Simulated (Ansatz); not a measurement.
# C₅H₈O: a ladder of functionals and wavefunction methods

The task here is to estimate one member of a computed series from the others.

Computed with Ansatz 0.2.0, Gaussian basis. Level: functionals in def2-TZVPP, the program's frozen cores in correlated methods.

Plan: LDA (SPW92), PBE-D4, revPBE-D4, BLYP-D4, r2SCAN-D4, B97M-V, PBE0-D4, B3LYP-D4, r2SCANh-D4, r2SCAN0-D4, HSE06-D4, BHLYP-D4, CAM-B3LYP-D4, LC-ωPBE, ωB97X-V, ωB97M-V, B2PLYP, PBE-QIDH; CCSD(T)/def2-SVP; CCSD(T)/def2-TZVPP; MP2/def2-QZVPP; extrapolation to the limit; RPA on PBE.

**Structure used throughout**

The geometry comes from an earlier relaxation with PBE0-D4 in a triple-zeta def2 set; it is a stationary point, not always the lowest conformer.

SMILES `C=CCOC=C`, 14 atoms, charge 0, spin multiplicity 1.

Atoms are counted from 1 here; the program's logs count them from 0.

Bond lengths: C1–C2 1.324 Å, C1–H7 1.083 Å, C1–H8 1.086 Å, C2–C3 1.487 Å, C2–H9 1.087 Å, C3–O4 1.416 Å, C3–H10 1.100 Å, C3–H11 1.097 Å, O4–C5 1.344 Å, C5–C6 1.330 Å, C5–H12 1.085 Å, C6–H13 1.081 Å, C6–H14 1.081 Å. Angles: C2–C1–H7 121.6°, C2–C1–H8 121.4°, H7–C1–H8 117.0°, C1–C2–C3 123.8°, C1–C2–H9 120.4°, C3–C2–H9 115.7°, C2–C3–O4 108.5°, C2–C3–H10 110.5°, C2–C3–H11 111.0°, O4–C3–H10 108.8°, O4–C3–H11 110.1°, H10–C3–H11 107.8°, C3–O4–C5 116.4°, O4–C5–C6 128.2°, O4–C5–H12 110.1°, C6–C5–H12 121.7°, C5–C6–H13 123.7°, C5–C6–H14 118.6° and more.

Geometry (Å):

```csv
atom,x (Å),y (Å),z (Å)
C1,-2.13939,-1.68722,0.12246
C2,-0.82412,-1.53890,0.13813
C3,-0.14059,-0.22485,0.26826
O4,0.82546,-0.11586,-0.76132
C5,1.56695,1.00520,-0.76984
C6,1.50335,2.03896,0.06443
H7,-2.59914,-2.66655,0.06333
H8,-2.80617,-0.83198,0.17283
H9,-0.17122,-2.40580,0.07647
H10,0.36720,-0.14999,1.24078
H11,-0.85989,0.60035,0.20026
H12,2.27535,0.97772,-1.59108
H13,0.80861,2.10169,0.89045
H14,2.18059,2.86782,-0.08627
```

The first run:

in.yaml reads:

```yaml
crystal:
  periodic: [false, false, false]
  atoms:
    - {symbol: C, position_ang: [-2.139392, -1.687219, 0.122456]}
    - {symbol: C, position_ang: [-0.824119, -1.538901, 0.138131]}
    - {symbol: C, position_ang: [-0.140587, -0.224851, 0.268258]}
    - {symbol: O, position_ang: [0.825456, -0.115858, -0.761317]}
    - {symbol: C, position_ang: [1.566948, 1.005204, -0.769840]}
    - {symbol: C, position_ang: [1.503354, 2.038964, 0.064432]}
    - {symbol: H, position_ang: [-2.599136, -2.666546, 0.063330]}
    - {symbol: H, position_ang: [-2.806169, -0.831985, 0.172835]}
    - {symbol: H, position_ang: [-0.171215, -2.405799, 0.076470]}
    - {symbol: H, position_ang: [0.367201, -0.149988, 1.240783]}
    - {symbol: H, position_ang: [-0.859893, 0.600345, 0.200257]}
    - {symbol: H, position_ang: [2.275352, 0.977725, -1.591083]}
    - {symbol: H, position_ang: [0.808608, 2.101691, 0.890455]}
    - {symbol: H, position_ang: [2.180592, 2.867821, -0.086268]}
basis:
  gaussian: {orbitals: def2-TZVPP}
hamiltonian: {xc: lda}
output: {orbitals: {seedname: orbitals}}
```

Command:

```bash
$ ansatz run in.yaml --threads 4 --pin off --events-out ev --progress --plain --max-ram 10444MiB
```

Among the steps run: LDA; PBE-D4 (GGA); revPBE-D4 (GGA); BLYP-D4 (GGA); r2SCAN-D4 (meta-GGA); B97M-V (meta-GGA); B3LYP-D4 (hybrid); r2SCANh-D4 (hybrid); r2SCAN0-D4 (hybrid); HSE06-D4 (hybrid); BHLYP-D4 (hybrid); CAM-B3LYP-D4 (range-separated); LC-ωPBE (range-separated); ωB97X-V (range-separated); ωB97M-V (range-separated); B2PLYP (double hybrid); PBE-QIDH (double hybrid).

One of the session's tables, all rows but one given; the rest of the session is left out.

It belongs to the step «Orbital energies across the functionals». 

| functional | HOMO (eV) | gap (eV) |
| --- | --- | --- |
| LDA (SPW92) | -5.76 | 4.40 |
| PBE-D4 | -5.56 | 4.44 |
| revPBE-D4 | -5.48 | 4.46 |
| BLYP-D4 | -5.42 | 4.45 |
| r2SCAN-D4 | -5.78 | 4.91 |
| B97M-V | -5.82 | 5.02 |
| PBE0-D4 | -6.76 | 6.73 |
| B3LYP-D4 | -6.55 | 6.27 |
| r2SCANh-D4 | ? | ? |
| r2SCAN0-D4 | -6.92 | 7.03 |
| HSE06-D4 | -6.36 | 5.94 |
| BHLYP-D4 | -7.84 | 8.98 |
| CAM-B3LYP-D4 | -8.11 | 9.26 |
| LC-ωPBE | -9.45 | 11.80 |
| ωB97X-V | -9.10 | 11.35 |
| ωB97M-V | -9.03 | 11.14 |

Q: Estimate the row for r2SCANh-D4 from the others.

Worked estimate for «HOMO (eV)». Against the share of exact exchange, r2SCAN-D4 (0, -5.78), r2SCAN0-D4 (0.25, -6.92) give a slope of -4.56 per unit share; at 0.1 the line stands at -6.24.

As computed: HOMO (eV): -6.23; gap (eV): 5.76. In «HOMO (eV)» the line misses by -0.01.
